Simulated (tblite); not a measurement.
Isoprene, C5H8.
Bonds: C1–C2 (double), C2–C3, C3–C4 (double), C3–C5. Hydrogens: H6, H7 on C1; H8 on C2; H9, H10 on C4; H11, H12, H13 on C5.

Computed with GFN2-xTB (tblite), gas phase: Langevin dynamics at 300 K from the optimised GFN2-xTB geometry, time step 0.5 fs, friction 0.01 fs⁻¹, 2000 steps. The instantaneous temperature is 2·E(kin)/(3Nk) with all 3N coordinates.

```json
{"t (fs)": "0", "T (K)": "250", "E(pot) above start (eV)": "0.000", "C1=C2 (Å)": "1.328", "C2–C3 (Å)": "1.457", "C3=C4 (Å)": "1.333", "C3–C5 (Å)": "1.499", "C1–H6 (Å)": "1.077", "C1–C2–C3–C4 (°)": "180"}
{"t (fs)": "25", "T (K)": "186", "E(pot) above start (eV)": "0.287", "C1=C2 (Å)": "1.317", "C2–C3 (Å)": "1.467", "C3=C4 (Å)": "1.336", "C3–C5 (Å)": "1.492", "C1–H6 (Å)": "1.127", "C1–C2–C3–C4 (°)": "-173"}
{"t (fs)": "50", "T (K)": "182", "E(pot) above start (eV)": "0.380", "C1=C2 (Å)": "1.333", "C2–C3 (Å)": "1.468", "C3=C4 (Å)": "1.322", "C3–C5 (Å)": "1.513", "C1–H6 (Å)": "1.086", "C1–C2–C3–C4 (°)": "179"}
{"t (fs)": "75", "T (K)": "289", "E(pot) above start (eV)": "0.251", "C1=C2 (Å)": "1.350", "C2–C3 (Å)": "1.462", "C3=C4 (Å)": "1.339", "C3–C5 (Å)": "1.517", "C1–H6 (Å)": "1.046", "C1–C2–C3–C4 (°)": "-176"}
{"t (fs)": "100", "T (K)": "280", "E(pot) above start (eV)": "0.339", "C1=C2 (Å)": "1.366", "C2–C3 (Å)": "1.464", "C3=C4 (Å)": "1.335", "C3–C5 (Å)": "1.501", "C1–H6 (Å)": "1.089", "C1–C2–C3–C4 (°)": "-177"}
{"t (fs)": "125", "T (K)": "182", "E(pot) above start (eV)": "0.482", "C1=C2 (Å)": "1.322", "C2–C3 (Å)": "1.474", "C3=C4 (Å)": "1.335", "C3–C5 (Å)": "1.463", "C1–H6 (Å)": "1.098", "C1–C2–C3–C4 (°)": "170"}
{"t (fs)": "150", "T (K)": "259", "E(pot) above start (eV)": "0.347", "C1=C2 (Å)": "1.365", "C2–C3 (Å)": "1.471", "C3=C4 (Å)": "1.380", "C3–C5 (Å)": "1.465", "C1–H6 (Å)": "1.075", "C1–C2–C3–C4 (°)": "167"}
{"t (fs)": "175", "T (K)": "257", "E(pot) above start (eV)": "0.521", "C1=C2 (Å)": "1.360", "C2–C3 (Å)": "1.443", "C3=C4 (Å)": "1.358", "C3–C5 (Å)": "1.471", "C1–H6 (Å)": "1.049", "C1–C2–C3–C4 (°)": "176"}
{"t (fs)": "200", "T (K)": "318", "E(pot) above start (eV)": "0.413", "C1=C2 (Å)": "1.331", "C2–C3 (Å)": "1.515", "C3=C4 (Å)": "1.289", "C3–C5 (Å)": "1.508", "C1–H6 (Å)": "1.113", "C1–C2–C3–C4 (°)": "170"}
{"t (fs)": "225", "T (K)": "318", "E(pot) above start (eV)": "0.425", "C1=C2 (Å)": "1.303", "C2–C3 (Å)": "1.542", "C3=C4 (Å)": "1.339", "C3–C5 (Å)": "1.473", "C1–H6 (Å)": "1.060", "C1–C2–C3–C4 (°)": "170"}
{"t (fs)": "250", "T (K)": "317", "E(pot) above start (eV)": "0.350", "C1=C2 (Å)": "1.351", "C2–C3 (Å)": "1.441", "C3=C4 (Å)": "1.383", "C3–C5 (Å)": "1.462", "C1–H6 (Å)": "1.063", "C1–C2–C3–C4 (°)": "169"}
{"t (fs)": "275", "T (K)": "266", "E(pot) above start (eV)": "0.357", "C1=C2 (Å)": "1.387", "C2–C3 (Å)": "1.450", "C3=C4 (Å)": "1.336", "C3–C5 (Å)": "1.509", "C1–H6 (Å)": "1.088", "C1–C2–C3–C4 (°)": "163"}
{"t (fs)": "300", "T (K)": "217", "E(pot) above start (eV)": "0.393", "C1=C2 (Å)": "1.350", "C2–C3 (Å)": "1.479", "C3=C4 (Å)": "1.297", "C3–C5 (Å)": "1.540", "C1–H6 (Å)": "1.062", "C1–C2–C3–C4 (°)": "165"}
{"t (fs)": "325", "T (K)": "183", "E(pot) above start (eV)": "0.473", "C1=C2 (Å)": "1.299", "C2–C3 (Å)": "1.468", "C3=C4 (Å)": "1.311", "C3–C5 (Å)": "1.532", "C1–H6 (Å)": "1.103", "C1–C2–C3–C4 (°)": "147"}
{"t (fs)": "350", "T (K)": "333", "E(pot) above start (eV)": "0.361", "C1=C2 (Å)": "1.333", "C2–C3 (Å)": "1.468", "C3=C4 (Å)": "1.336", "C3–C5 (Å)": "1.479", "C1–H6 (Å)": "1.088", "C1–C2–C3–C4 (°)": "139"}
{"t (fs)": "375", "T (K)": "252", "E(pot) above start (eV)": "0.545", "C1=C2 (Å)": "1.377", "C2–C3 (Å)": "1.470", "C3=C4 (Å)": "1.311", "C3–C5 (Å)": "1.457", "C1–H6 (Å)": "1.071", "C1–C2–C3–C4 (°)": "148"}
{"t (fs)": "400", "T (K)": "274", "E(pot) above start (eV)": "0.575", "C1=C2 (Å)": "1.341", "C2–C3 (Å)": "1.528", "C3=C4 (Å)": "1.348", "C3–C5 (Å)": "1.520", "C1–H6 (Å)": "1.100", "C1–C2–C3–C4 (°)": "145"}
{"t (fs)": "425", "T (K)": "394", "E(pot) above start (eV)": "0.433", "C1=C2 (Å)": "1.290", "C2–C3 (Å)": "1.491", "C3=C4 (Å)": "1.298", "C3–C5 (Å)": "1.514", "C1–H6 (Å)": "1.079", "C1–C2–C3–C4 (°)": "159"}
{"t (fs)": "450", "T (K)": "482", "E(pot) above start (eV)": "0.296", "C1=C2 (Å)": "1.342", "C2–C3 (Å)": "1.490", "C3=C4 (Å)": "1.296", "C3–C5 (Å)": "1.462", "C1–H6 (Å)": "1.057", "C1–C2–C3–C4 (°)": "164"}
{"t (fs)": "475", "T (K)": "398", "E(pot) above start (eV)": "0.365", "C1=C2 (Å)": "1.371", "C2–C3 (Å)": "1.484", "C3=C4 (Å)": "1.352", "C3–C5 (Å)": "1.502", "C1–H6 (Å)": "1.068", "C1–C2–C3–C4 (°)": "169"}
{"t (fs)": "500", "T (K)": "292", "E(pot) above start (eV)": "0.671", "C1=C2 (Å)": "1.304", "C2–C3 (Å)": "1.429", "C3=C4 (Å)": "1.371", "C3–C5 (Å)": "1.579", "C1–H6 (Å)": "1.087", "C1–C2–C3–C4 (°)": "172"}
{"t (fs)": "525", "T (K)": "273", "E(pot) above start (eV)": "0.517", "C1=C2 (Å)": "1.315", "C2–C3 (Å)": "1.428", "C3=C4 (Å)": "1.325", "C3–C5 (Å)": "1.541", "C1–H6 (Å)": "1.069", "C1–C2–C3–C4 (°)": "171"}
{"t (fs)": "550", "T (K)": "318", "E(pot) above start (eV)": "0.396", "C1=C2 (Å)": "1.360", "C2–C3 (Å)": "1.467", "C3=C4 (Å)": "1.332", "C3–C5 (Å)": "1.518", "C1–H6 (Å)": "1.072", "C1–C2–C3–C4 (°)": "178"}
{"t (fs)": "575", "T (K)": "393", "E(pot) above start (eV)": "0.375", "C1=C2 (Å)": "1.345", "C2–C3 (Å)": "1.403", "C3=C4 (Å)": "1.319", "C3–C5 (Å)": "1.531", "C1–H6 (Å)": "1.088", "C1–C2–C3–C4 (°)": "-168"}
{"t (fs)": "600", "T (K)": "284", "E(pot) above start (eV)": "0.483", "C1=C2 (Å)": "1.322", "C2–C3 (Å)": "1.410", "C3=C4 (Å)": "1.367", "C3–C5 (Å)": "1.527", "C1–H6 (Å)": "1.088", "C1–C2–C3–C4 (°)": "-162"}
{"t (fs)": "625", "T (K)": "281", "E(pot) above start (eV)": "0.474", "C1=C2 (Å)": "1.312", "C2–C3 (Å)": "1.455", "C3=C4 (Å)": "1.341", "C3–C5 (Å)": "1.512", "C1–H6 (Å)": "1.081", "C1–C2–C3–C4 (°)": "-171"}
{"t (fs)": "650", "T (K)": "229", "E(pot) above start (eV)": "0.540", "C1=C2 (Å)": "1.327", "C2–C3 (Å)": "1.428", "C3=C4 (Å)": "1.365", "C3–C5 (Å)": "1.501", "C1–H6 (Å)": "1.057", "C1–C2–C3–C4 (°)": "176"}
{"t (fs)": "675", "T (K)": "378", "E(pot) above start (eV)": "0.306", "C1=C2 (Å)": "1.321", "C2–C3 (Å)": "1.427", "C3=C4 (Å)": "1.352", "C3–C5 (Å)": "1.520", "C1–H6 (Å)": "1.098", "C1–C2–C3–C4 (°)": "170"}
{"t (fs)": "700", "T (K)": "206", "E(pot) above start (eV)": "0.440", "C1=C2 (Å)": "1.344", "C2–C3 (Å)": "1.452", "C3=C4 (Å)": "1.315", "C3–C5 (Å)": "1.571", "C1–H6 (Å)": "1.085", "C1–C2–C3–C4 (°)": "178"}
{"t (fs)": "725", "T (K)": "280", "E(pot) above start (eV)": "0.378", "C1=C2 (Å)": "1.348", "C2–C3 (Å)": "1.425", "C3=C4 (Å)": "1.353", "C3–C5 (Å)": "1.532", "C1–H6 (Å)": "1.056", "C1–C2–C3–C4 (°)": "172"}
{"t (fs)": "750", "T (K)": "187", "E(pot) above start (eV)": "0.452", "C1=C2 (Å)": "1.314", "C2–C3 (Å)": "1.423", "C3=C4 (Å)": "1.381", "C3–C5 (Å)": "1.483", "C1–H6 (Å)": "1.102", "C1–C2–C3–C4 (°)": "175"}
{"t (fs)": "775", "T (K)": "336", "E(pot) above start (eV)": "0.349", "C1=C2 (Å)": "1.314", "C2–C3 (Å)": "1.508", "C3=C4 (Å)": "1.330", "C3–C5 (Å)": "1.519", "C1–H6 (Å)": "1.069", "C1–C2–C3–C4 (°)": "-171"}
{"t (fs)": "800", "T (K)": "214", "E(pot) above start (eV)": "0.480", "C1=C2 (Å)": "1.347", "C2–C3 (Å)": "1.447", "C3=C4 (Å)": "1.289", "C3–C5 (Å)": "1.560", "C1–H6 (Å)": "1.072", "C1–C2–C3–C4 (°)": "-167"}
{"t (fs)": "825", "T (K)": "333", "E(pot) above start (eV)": "0.488", "C1=C2 (Å)": "1.370", "C2–C3 (Å)": "1.426", "C3=C4 (Å)": "1.381", "C3–C5 (Å)": "1.480", "C1–H6 (Å)": "1.143", "C1–C2–C3–C4 (°)": "-169"}
{"t (fs)": "850", "T (K)": "350", "E(pot) above start (eV)": "0.534", "C1=C2 (Å)": "1.351", "C2–C3 (Å)": "1.503", "C3=C4 (Å)": "1.374", "C3–C5 (Å)": "1.463", "C1–H6 (Å)": "1.101", "C1–C2–C3–C4 (°)": "-160"}
{"t (fs)": "875", "T (K)": "244", "E(pot) above start (eV)": "0.528", "C1=C2 (Å)": "1.305", "C2–C3 (Å)": "1.496", "C3=C4 (Å)": "1.288", "C3–C5 (Å)": "1.467", "C1–H6 (Å)": "1.046", "C1–C2–C3–C4 (°)": "-165"}
{"t (fs)": "900", "T (K)": "288", "E(pot) above start (eV)": "0.345", "C1=C2 (Å)": "1.340", "C2–C3 (Å)": "1.498", "C3=C4 (Å)": "1.323", "C3–C5 (Å)": "1.518", "C1–H6 (Å)": "1.101", "C1–C2–C3–C4 (°)": "-167"}
{"t (fs)": "925", "T (K)": "253", "E(pot) above start (eV)": "0.385", "C1=C2 (Å)": "1.371", "C2–C3 (Å)": "1.442", "C3=C4 (Å)": "1.371", "C3–C5 (Å)": "1.488", "C1–H6 (Å)": "1.070", "C1–C2–C3–C4 (°)": "-178"}
{"t (fs)": "950", "T (K)": "234", "E(pot) above start (eV)": "0.319", "C1=C2 (Å)": "1.342", "C2–C3 (Å)": "1.458", "C3=C4 (Å)": "1.342", "C3–C5 (Å)": "1.473", "C1–H6 (Å)": "1.064", "C1–C2–C3–C4 (°)": "-178"}
{"t (fs)": "975", "T (K)": "169", "E(pot) above start (eV)": "0.338", "C1=C2 (Å)": "1.332", "C2–C3 (Å)": "1.504", "C3=C4 (Å)": "1.321", "C3–C5 (Å)": "1.491", "C1–H6 (Å)": "1.086", "C1–C2–C3–C4 (°)": "180"}
{"t (fs)": "1000", "T (K)": "127", "E(pot) above start (eV)": "0.424", "C1=C2 (Å)": "1.340", "C2–C3 (Å)": "1.438", "C3=C4 (Å)": "1.328", "C3–C5 (Å)": "1.482", "C1–H6 (Å)": "1.089", "C1–C2–C3–C4 (°)": "-176"}
```

**Question.** From 500 fs on, how do temperature and potential energy compare with equipartition?

**Answer.** The mean temperature of these 21 frames is 270 K against the target 300 K, and the mean potential energy 0.44 eV against 33 × kT/2 = 0.43 eV for 33 classical harmonic modes. For 13 atoms in a canonical ensemble the temperature itself scatters by T·√(2/(3N)) = 68 K; here its standard deviation is 67 K. The whole run lasts only 10 friction times of 100 fs, so these averages carry a wide statistical error.

**Question.** What are the kinetic and total energies of the listed frame with the highest potential energy?

**Answer.** The one at 500 fs, 0.671 eV above the start. Its kinetic energy is 3NkT/2 = 0.491 eV at 292 K, so the sum is 1.16 eV; over the listed frames the sum runs from 0.42 to 1.16 eV, since the thermostat adds and removes energy.

**Question.** How much do the listed bonds fluctuate from 500 fs on?

**Answer.** 
```tsv
bond	at the start (Å)	mean (Å)	standard deviation (Å)
C1=C2	1.328	1.335	0.019
C2–C3	1.457	1.451	0.032
C3=C4	1.333	1.341	0.027
C3–C5	1.499	1.512	0.032
C1–H6	1.077	1.082	0.021
```

The motion is classical and holds no zero-point motion.

The cost below is that of the whole dynamics run. Time: 11 s; peak memory 0.18 GiB. Hardware: one thread, Arm Neoverse N1 (aarch64), no GPU (shared host).
